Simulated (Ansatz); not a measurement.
# CaB6-type LaB₆

Computed with PBE-D4 (PAW; Ansatz, a quantum-chemistry and plane-wave program).

Numerical settings: plane-wave cutoff 520 eV, 14×14×14 k mesh, Fermi–Dirac smearing 0.05 eV, scalar-relativistic PAW data made under PBE.

Cell (relaxed at this level):

```cif
data_B6La
_chemical_formula_sum 'La1 B6'
_space_group_name_H-M_alt 'P 1'
_space_group_IT_number 1
_cell_length_a 4.12036
_cell_length_b 4.12036
_cell_length_c 4.12036
_cell_angle_alpha 90.000
_cell_angle_beta 90.000
_cell_angle_gamma 90.000
loop_
_space_group_symop_operation_xyz
  'x, y, z'
loop_
_atom_site_label
_atom_site_type_symbol
_atom_site_fract_x
_atom_site_fract_y
_atom_site_fract_z
_atom_site_occupancy
La1 La 0.00000 0.00000 0.00000 1
B1 B 0.80056 0.50000 0.50000 1
B2 B 0.50000 0.19944 0.50000 1
B3 B 0.50000 0.80056 0.50000 1
B4 B 0.19944 0.50000 0.50000 1
B5 B 0.50000 0.50000 0.80056 1
B6 B 0.50000 0.50000 0.19944 1
```

```yaml
bulk_modulus: 181 GPa
band_gap: zero (no gap)
pressure derivative B′ of the bulk modulus: 3.7
```

Measured, for comparison: bulk modulus 164 ± 2 GPa (room temperature, no zero-point or thermal correction, isothermal; as tabulated in LaB6 under pressure, Phys. Rev. B 80, 172104 (doi 10.1103/PhysRevB.80.172104)). Computed (rounded) less measured: bulk modulus +10 %.

Note: the bulk modulus comes from volumes at which shape and atoms were relaxed.

Spin–orbit coupling is not included.

Static lattice: no zero-point or thermal effects.
